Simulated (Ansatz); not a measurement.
Results of PBE-D3(BJ) (plane waves, PAW; Ansatz, a first-principles code) for 2H WS2.

Settings: plane-wave cutoff 520 eV, 12×12×4 k mesh (along the axes of the cell as run), perturbation theory, no spin polarisation, scalar-relativistic PAW data made under PBE.

Cell (relaxed at this level):

```
WS2
1.0
    3.15402     0.00000     0.00000
   -1.57701     2.73146     0.00000
    0.00000     0.00000    12.14001
W S
2 4
Direct
  0.66667   0.33333   0.75000
  0.33333   0.66667   0.25000
  0.66667   0.33333   0.37971
  0.33333   0.66667   0.87971
  0.33333   0.66667   0.62029
  0.66667   0.33333   0.12029
```

Task: Estimate the high-frequency dielectric constant (mean over three axes) and dielectric constant ε0 (ions relaxed) (mean over three axes) that the calculation returns.

Result: 
- high-frequency dielectric constant (mean over three axes): 11.6
- dielectric constant ε0 (ions relaxed) (mean over three axes): 11.7

Note: the dispersion coefficients are held fixed in the derivatives.

Spin–orbit coupling is not included.

Cost on a shared machine: about 40 core-minutes (a rough figure).
